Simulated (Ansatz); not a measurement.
# SiH₅ (doublet): from Hartree-Fock to the top rungs at distance H1–H2 along a hydrogen transfer = 0.745 Å, cc-pVTZ

One table from this session's results is given with a row withheld; the runs are named, their logs left out.

Method: cc-pVTZ, core rule «outside noble gas», up to 5 orbitals frozen; program: Ansatz 0.2.0, Gaussian basis.

The runs, in order: UHF; CCSD(T) on ROHF; CCSD(T) on UHF; BCCD(T) on ROHF; CISD; CCSDT(Q) on ROHF; CCSDT(Q) on UHF; CASSCF and NEVPT2, 3 electrons in 3 orbitals; CASSCF and NEVPT2, 9 electrons in 9 orbitals.

## What is computed

The geometry derives from fragments relaxed apart (PBE0/def2-TZVP) and kept rigid, so it is no stationary point. A hydrogen atom is moved between rigid fragments.

6 atoms, charge 0, spin multiplicity 2.

Atoms are counted from 1 here; the program's logs count them from 0.

Bond lengths: H1–H2 0.745 Å, Si3–H4 1.486 Å, Si3–H5 1.486 Å, Si3–H6 1.486 Å. Angles: H4–Si3–H5 111.3°, H4–Si3–H6 111.3°, H5–Si3–H6 111.3°.

Set-up of the first run:

in.yaml reads:

```yaml
crystal:
  periodic: [false, false, false]
  atoms:
    - {symbol: H, position_ang: [-2.428508, 0.000000, -0.000001]}
    - {symbol: H, position_ang: [-1.683508, 0.000000, -0.000001]}
    - {symbol: Si, position_ang: [0.089492, 0.000000, 0.000000]}
    - {symbol: H, position_ang: [0.539466, -1.416253, 0.000001]}
    - {symbol: H, position_ang: [0.539466, 0.708126, -1.226511]}
    - {symbol: H, position_ang: [0.539465, 0.708127, 1.226511]}
basis:
  gaussian: {orbitals: cc-pVTZ}
magnetization: {spin_polarized: true, initial_magnetization: 1}
hamiltonian: {xc: hf}
output: {orbitals: {seedname: orbitals}}
```

Started as:

```
$ ansatz run in.yaml --threads 1 --pin off --events-out ev --progress --plain --max-ram 5120MiB --backend cpu
```

Among the steps run: UHF; CCSD(T) on ROHF; CCSD(T) on UHF; BCCD(T) on ROHF; CISD; CCSDT(Q) on ROHF; CCSDT(Q) on UHF; CASSCF and NEVPT2, 3 electrons in 3 orbitals; CASSCF and NEVPT2, 9 electrons in 9 orbitals.

One table of the session follows, with a row left open; its other results are not shown here.

It belongs to the step «Misses and costs». 

```
        method  from UCCSDT(Q) (kJ/mol)
          ROHF                   +530.6
           UHF                   +517.8
          RMP2                   +103.1
          UMP2                   +103.9
          CISD                    +46.3
         RCCSD                    +15.1
         UCCSD                    +14.9
      RCCSD(T)                     +2.8
      UCCSD(T)                     +2.8
       BCCD(T)                     +2.8
        RCCSDT                     +0.4
        UCCSDT                     +0.3
     RCCSDT(Q)                     +0.1
     UCCSDT(Q)                        0
   CASSCF pair                        ?
   NEVPT2 pair                   +105.3
CASSCF valence                   +366.7
NEVPT2 valence                   +108.9
```

Q: Estimate the row for CASSCF pair from the others.

As computed: from UCCSDT(Q) (kJ/mol): +481.8. In the column «from UCCSDT(Q) (kJ/mol)» it lies between CASSCF valence (+366.7) and UHF (+517.8).

Limits of these values: Restricted and unrestricted rows rest on different reference determinants; where their highest levels disagree by more than a few hundredths of an eV, they describe different states and don't form one ladder.
